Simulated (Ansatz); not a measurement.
**SiH2O2 (SMILES O[Si]O): the energy, rung by rung**

The species is SiH2O2 (5 atoms), meant as a singlet with charge 0. As SMILES, `O[Si]O`. The coordinates come from a PBE0-D4/def2-TZVP relaxation. This is one conformer, not always the lowest.

```xyz
5

O    -1.4432   -0.1056   -0.2750
Si   -0.2120   -0.7913    0.5677
O     1.0360    0.1875    0.0686
H    -1.2319    0.6489   -0.8361
H     1.9011   -0.0131    0.4334
```

Each level gives the energy change with the Si2–O3 bond stretched from 1.663 to 2.078 Å (eV). The values are calculated.

```
                      level                    kind  program  value (eV)  less FCI/STO-3G  CPU time (all runs)
     HF/STO-3G (restricted)            Hartree–Fock   Ansatz        1.98            +0.54                0.2 s
    PBE/STO-3G (restricted)                     GGA   Ansatz        1.15            -0.29                2.7 s
 r2SCAN/STO-3G (restricted)                meta-GGA   Ansatz        1.33            -0.11                5.5 s
  BHLYP/STO-3G (restricted)           global hybrid   Ansatz        1.70            +0.26                2.1 s
   PBE0/STO-3G (restricted)           global hybrid   Ansatz        1.48            +0.04                2.1 s
wB97M-V/STO-3G (restricted)  range-separated hybrid   Ansatz        1.59            +0.15                 36 s
 B2PLYP/STO-3G (restricted)           double hybrid   Ansatz        1.50            +0.06                3.2 s
    MP2/STO-3G (restricted)     perturbation theory   Ansatz        1.68            +0.24               0.33 s
CCSD(T)/STO-3G (restricted)   coupled cluster or CI   Ansatz        1.48            +0.04               0.49 s
                 FCI/STO-3G      exact in the basis   Ansatz        1.44             0.00                 44 s
```

FCI/STO-3G is exact within its basis and frozen core, so for wave-function methods in that basis the difference is their error; functionals converge differently with the basis, so for them it is only a difference. The first shape isn't each level's own minimum. The values span 1.15 to 1.98 eV. All rows use very small basis sets, so none should be taken for the real molecule's value. In so small a basis fixed costs decide the times, and correlated methods can beat functionals. CPU times are rough (shared hosts, several kinds of processor and program).
